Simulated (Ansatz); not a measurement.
Species, as SMILES: C[S] (CH3-S), doublet.
Atoms: C1, S2, H3, H4, H5. Bonds: C1-S2, C1-H3, C1-H4, C1-H5.

Basis-set convergence of the optimised C1-H3 bond length at PBE with Ansatz (a quantum-chemistry and plane-wave program). Cartesian d functions, on some or all atoms, in 6-31G*, 6-311G**; all else is spherical. The program fits the integrals of some runs and decomposes those of others, by size. Core-valence sets carry the plain set on hydrogen. Open shells are unrestricted. No added dispersion term, no relativity. Reference: the value in pcseg-3, 1.1037 Å. Deviations are taken from unrounded values.

| basis | functions | optimised C1-H3 bond length (Å) | minus reference (Å) |
|---|---|---|---|
| 3-21G | 28 | 1.1065 | 0.0028 |
| 6-31G* | 40 | 1.1082 | 0.0044 |
| def2-SVP | 47 | 1.1146 | 0.0108 |
| pcseg-1 | 47 | 1.1102 | 0.0065 |
| cc-pV(D+d)Z | 52 | 1.1149 | 0.0112 |
| 6-311G** | 63 | 1.1058 | 0.0020 |
| aug-cc-pV(D+d)Z | 82 | 1.1123 | 0.0086 |
| 6-311++G(2d,2p) | 92 | 1.1035 | -0.0002 |
| cc-pV(T+d)Z | 111 | 1.1042 | 0.0005 |
| def2-TZVPP | 115 | 1.1043 | 0.0005 |
| cc-pCVTZ | 144 | 1.1042 | 0.0005 |
| aug-pcseg-2 | 165 | 1.1040 | 0.0002 |
| pcseg-3 | 223 | 1.1037 | 0.0000 |
